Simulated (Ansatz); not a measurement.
Consider vertical spin-state energies of C3H2FO, SMILES O=C/C=[C]/F (Ansatz's Python interface).

Input file `c3h2fo.xyz`:
```text
7

O    -1.64430   -1.11410   -0.11160
C    -1.15270    0.03740    0.03170
C     0.29900    0.24910    0.02650
C     1.14440   -0.76350   -0.12910
F     2.48260   -0.54720   -0.13100
H    -1.81260    0.88480    0.16090
H     0.68350    1.25330    0.15260
```

Script `spin_c3h2fo.py`:
```python
'''Vertical spin-state energies of C3H2FO.'''

import ansatz as az

molecule = az.Crystal.molecule_from_extxyz('c3h2fo.xyz')

calculation = (
    molecule.calculation()
    .basis(gaussian='def2-SVP')
    .functional('pbe0')
)
found = {}
for unpaired in [1, 3]:
    summary = calculation.spin('collinear', total=unpaired).run(threads=1).report
    s = unpaired / 2
    found[unpaired] = summary['free_energy_ev']
    print(f'2S+1 = {unpaired + 1}: E = {found[unpaired]:.5f} eV, <S^2> = {abs(summary["mean_field"]["state"]["spin_squared"]):.3f} (pure state {s * (s + 1):.2f})')
lowest = min(found, key=found.get)
for unpaired, e in found.items():
    print(f'multiplicity {unpaired + 1}: {23.060548 * (e - found[lowest]):.1f} kcal/mol above the lowest')
```

Which spin state is lowest at this geometry, and how far above lie the others?

In order: multiplicity 2 (+0.00 eV) and multiplicity 4 (+2.60 eV), all at the one geometry.

The run itself:

Running `python spin_c3h2fo.py` prints:
```text
2S+1 = 2: E = -7889.08006 eV, <S^2> = 0.777 (pure state 0.75)
2S+1 = 4: E = -7886.47619 eV, <S^2> = 3.797 (pure state 3.75)
multiplicity 2: 0.0 kcal/mol above the lowest
multiplicity 4: 60.0 kcal/mol above the lowest
```

Reading the output:
- Total energies depend on the basis set; only differences at equal settings carry meaning.
- The geometry is a force-field or estimated start, not a minimum of this method, and the basis set is short of its limit. All parts are taken at fixed geometry, without zero-point energy.
- The species is open-shell (spin multiplicity 2).
- Run time: 14 s on 1 thread of Arm Neoverse V1, with other jobs on the host, peak memory 0.24 GiB.
